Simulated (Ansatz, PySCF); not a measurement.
System: CCl3, charge 0, multiplicity 2. It need not be the lowest isomer of its formula. 
Geometry from a B3LYP-D3(BJ)/def2-TZVP (Ansatz, a program for electronic structure) optimisation:
```xyz
4

C     -0.0036     0.0008     0.2630
Cl    -0.0098     1.6900    -0.0363
Cl     1.4691    -0.8362    -0.0083
Cl    -1.4580    -0.8541    -0.0482
```
Charge 0, spin multiplicity 2.

Quantity: atomisation energy (electronic, to ground-state atoms), in kcal/mol. Correlated levels leave the core frozen unless marked. Open shells are spin-unrestricted. No spin-orbit coupling. Non-relativistic. The coupled-cluster limit lacks core correlation, which all-electron functionals hold. Basis-set limits of correlation are two-point, X^-3; Hartree-Fock from the larger set. The bracket is a focal-point correction in the basis named.

| level | program | atomisation energy (kcal/mol) |
|---|---|---|
| PBE-D4/def2-TZVPD | Ansatz + dftd4 | 269.6 |
| revPBE-D4/def2-TZVPD | Ansatz + dftd4 | 258.3 |
| B3LYP-D3(BJ)/def2-TZVPD | Ansatz + dftd3 | 242.4 |
| B3LYP-D4/def2-TZVPD | Ansatz + dftd4 | 242.0 |
| PBE0-D3(BJ)/def2-TZVPD | Ansatz + dftd3 | 256.6 |
| TPSSh-D3(BJ)/def2-TZVPD | PySCF + dftd3 | [?] |
| HSE06-D3(BJ)/def2-TZVPD | Ansatz + dftd3 | 256.7 |
| HSE06-D4/def2-TZVPD | Ansatz + dftd4 | 257.0 |
| CAM-B3LYP-D3(BJ)/def2-TZVPD | Ansatz + dftd3 | [?] |
| wB97X-V/def2-TZVPD | Ansatz | 247.4 |
| B2GP-PLYP-D4/def2-TZVPD | Ansatz + dftd4 | 240.0 |
| SCS-MP2/STO-3G | Ansatz | 188.4 |
| RI-MP2/CBS(cc-pV(T+d)Z,cc-pV(Q+d)Z)+[CCSD(T)-MP2]/cc-pV(T+d)Z | Ansatz | 243.3 |

**Question.** Fill in the missing entries.

**Answer.** 
- TPSSh-D3(BJ)/def2-TZVPD, atomisation energy (kcal/mol): 249.1
- CAM-B3LYP-D3(BJ)/def2-TZVPD, atomisation energy (kcal/mol): 240.9
